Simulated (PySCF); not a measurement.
**N₂H₆, a complex of two parts: interaction energy**

An exercise on one series of results from a longer session: the logs are not shown, and one member is left open.

Programs: PySCF 2.14.0. All values are calculated, for the isolated system unless a continuum is named. Atoms count from 0, parts from 1.

## Starting point

8 atoms, charge 0, multiplicity 1; geometry: GFN2-xTB. Parts: 1 = atoms 0–3, `N`, charge 0; 2 = atoms 4–7, `N`, charge 0.

The first run:

What the job is given:

```
{"job": {"xc": "PBE0", "basis": "def2-SVPD", "d3": "d3bj", "grid": 2, "kind": "geom", "shake": 0.01}, "charge": 0, "multiplicity": 1, "parts": [{"atoms": "0-3", "charge": 0, "multiplicity": 1}, {"atoms": "4-7", "charge": 0, "multiplicity": 1}]}
N     -0.036471    -0.111647     0.284289
H     -0.422274    -0.760279    -0.391143
H     -0.378840     0.832422    -0.023701
H      0.987555    -0.109738     0.225006
N     -1.643817    -0.810107     2.833167
H     -1.159878    -0.590504     1.970172
H     -1.635290     0.046993     3.392438
H     -1.059043    -1.471407     3.341550
```

Command:

```bash
OMP_NUM_THREADS=1 python cluster_run.py task.json out
```

This one command runs all jobs of the session in turn.

Among the steps run: Relaxing the molecule at PBE0-D3(BJ)/def2-SVPD; Coupled-cluster interaction energy: CCSD(T) and MP2.

One table of the session follows, with a row left open; its other results are not shown here.

It belongs to the step «Coupled-cluster interaction energy: CCSD(T) and MP2». 

| method | interaction energy (kcal/mol) |
| --- | --- |
| HF/aug-cc-pVDZ | -1.28 |
| MP2/aug-cc-pVDZ | -2.53 |
| CCSD/aug-cc-pVDZ | -2.24 |
| CCSD(T)/aug-cc-pVDZ | -2.46 |
| HF/aug-cc-pVTZ | -1.29 |
| MP2/aug-cc-pVTZ | -2.87 |
| SCS-MP2/aug-cc-pVTZ | -2.40 |
| MP2, extrapolated | ? |
| CCSD(T), limit estimate | -2.94 |

Estimate the missing values for MP2, extrapolated.

The run gave: interaction energy (kcal/mol): -3.01. In the column «interaction energy (kcal/mol)» it is the lowest.
